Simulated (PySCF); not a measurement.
Breaking a bond: SMILES FB(F)F. The B1–F4 bond (B1 also carries F, F; F4 carries nothing else) is stretched with both fragments frozen at the PBE0/def2-TZVP optimised geometry.

RMP2 = MP2 on RHF/cc-pVDZ, 4 core orbitals frozen (PySCF); RKS-M06-2X = PySCF with restricted M06-2X/cc-pVDZ; UCCSD(T) = CCSD(T) on UHF/cc-pVDZ, 4 core orbitals frozen in PySCF.

Energies relative to the lowest point of each curve near equilibrium, in kcal/mol:

```
R / Å   RMP2  RKS-M06-2X
-----  -----  ----------
0.98   141.2       136.3
1.05    75.7        72.0
1.11    40.5        37.8
1.43     4.2         5.3
1.64    29.4        32.2
1.96    77.2        82.2
2.14   101.6       107.8
2.61   149.9       159.2
2.91   170.3       182.1
3.18   182.8       197.9
3.92   192.4       224.9
4.56   180.4       236.3
```

Q: Estimate the UCCSD(T) values at these points.

A: 0.98: 140.8; 1.05: 75.4; 1.11: 40.3; 1.43: 4.3; 1.64: 29.4; 1.96: 76.5; 2.14: 101.1; 2.61: 145.7; 2.91: 157.8; 3.18: 161.5; 3.92: 163.6; 4.56: 163.8 (kcal/mol).

The restricted form behind RMP2, RKS-M06-2X keeps the bonding electrons paired and can't separate into open-shell fragments. The T1 diagnostic of CCSD on the restricted reference of RMP2 exceeds 0.045 at 2.91 to 4.56 Å. At the longest distance RKS-M06-2X leaves fractional charges on the fragments, a sign of delocalisation error or of the restricted form. The unrestricted determinant behind UCCSD(T) is spin-contaminated at 2.14 to 4.56 Å (<S²> up to 1.0, against 0.00 for a pure singlet).
